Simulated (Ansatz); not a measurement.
**A small benchmark: dipole moment**

6 molecules holding an element from Na to Cl; the dipole moment in D, computed less measured. Shapes, held fixed at every level: PBE0-D4/def2-TZVP. No vibrational averaging. Dipoles are compared by magnitude; molecules under 1 D, whose direction can flip, are left out. Programs: Ansatz 0.2.0. Measured values: NIST CCCBDB.

Levels: A = PBE-D4/def2-TZVPP; B = r2SCAN-D4/def2-TZVPP; C = B3LYP-D4/def2-TZVPP.

| molecule | measured | A | B | C |
| --- | --- | --- | --- | --- |
| HCl (hydrogen chloride) | 1.08 | +0.09 | +0.14 | +0.11 |
| CH3Cl (chloromethane) | 1.87 | -0.05 | +0.05 | +0.01 |
| CH4S (methanethiol) | 1.52 | +0.01 | +0.08 | 0.00 |
| C2H4Cl2 (SMILES CC(Cl)Cl) | 2.06 | -0.10 | +0.03 | -0.04 |
| C2H6S (dimethyl sulfide) | 1.50 | +0.01 | +0.10 | +0.02 |
| C2H6O2S (dimethyl sulfone) | 4.49 | -0.28 | -0.13 | -0.02 |

(1) Which level does best on this set, which worst, and which err to one side?

Results:

(1) 
| level | kind | mean error | mean absolute error | worst case |
| --- | --- | --- | --- | --- |
| PBE-D4/def2-TZVPP | GGA | -0.053 | 0.090 | C2H6O2S |
| r2SCAN-D4/def2-TZVPP | meta-GGA | +0.045 | 0.088 | HCl |
| B3LYP-D4/def2-TZVPP | global hybrid | +0.013 | 0.033 | HCl |

On this set B3LYP-D4/def2-TZVPP has the smallest mean absolute error and PBE-D4/def2-TZVPP the largest. Without C2H6O2S the largest would be that of r2SCAN-D4/def2-TZVPP. r2SCAN-D4/def2-TZVPP is too high in 5 of 6. The tabulated value of HCl is in doubt (older tables, estimates, or at odds with other calculations) and kept here. Over the 5 molecules whose values aren't doubted the mean absolute errors are A 0.090; B 0.078; C 0.018. The largest two are near a tie. The set is small.
